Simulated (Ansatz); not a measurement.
Input file:

```yaml
crystal:
  periodic: [false, false, false]
  atoms:
    - {symbol: N, position_ang: [0.000000, -0.143210, 1.718396]}
    - {symbol: O, position_ang: [0.000000, 0.058390, 0.398268]}
    - {symbol: Si, position_ang: [0.000000, 0.009037, -1.158961]}
    - {symbol: H, position_ang: [0.000000, 0.811436, 2.092278]}
basis:
  gaussian: {orbitals: cc-pVDZ}
magnetization: {spin_polarized: false, initial_magnetization: 2}
correlation: {method: ccsdt_q, electrons: outside_noble_gas}
```

```sh
$ ansatz run in.yaml --threads 1 --pin off --events-out ev --progress --plain --max-ram 2393MiB
```

The program prints:

```
937 factors; integrals over basis functions are off by at most 1.5e-7 eV
mean field evaluation 1: about -11391.6493 eV, gradient 1.8e1 eV
mean field evaluation 2: about -11391.7391 eV, gradient 1.8e1 eV
mean field evaluation 4: about -11392.8450 eV, gradient 4.3e0 eV
mean field evaluation 8: about -11392.8959 eV, gradient 2.2e-1 eV
mean field evaluation 16: about -11391.6500 eV, gradient 1.8e1 eV
mean field evaluation 32: about -11392.8962 eV, gradient 1.9e-4 eV
mean field evaluation 64: about -11384.3684 eV, gradient 8.0e0 eV
mean field evaluation 96: about -11390.2284 eV, gradient 1.9e0 eV
mean field evaluation 128: about -11392.8725 eV, gradient 1.6e0 eV
mean field evaluation 160: about -11392.8048 eV, gradient 3.7e0 eV
...
cycle  13  -11.64417276 eV  change   -3.7e-5 eV  update   1.3e-4
cycle  14  -11.64416006 eV  change    1.3e-5 eV  update   9.0e-5
cycle  15  -11.64423178 eV  change   -7.2e-5 eV  update   5.1e-5
cycle  16  -11.64425841 eV  change   -2.7e-5 eV  update   3.0e-5
cycle  17  -11.64425945 eV  change   -1.0e-6 eV  update   1.6e-5
cycle  18  -11.64426569 eV  change   -6.2e-6 eV  update   8.3e-6
cycle  19  -11.64426956 eV  change   -3.9e-6 eV  update   5.0e-6
cycle  20  -11.64427026 eV  change   -7.0e-7 eV  update   2.8e-6
cycle  21  -11.64427231 eV  change   -2.1e-6 eV  update   1.7e-6
cycle  22  -11.64427298 eV  change   -6.6e-7 eV  update   1.0e-6
perturbative correction -0.02819256 eV, -0.0010360573 hartree
Total energy: -11404.56867690 eV, -419.1101685818 hartree
```

For the same geometry and basis UCCSDT(Q) lies 4.3 meV lower.

Ran on 1 thread of Arm Neoverse V2, shared host: 3.7 min wall, 1.3 GiB peak host memory.
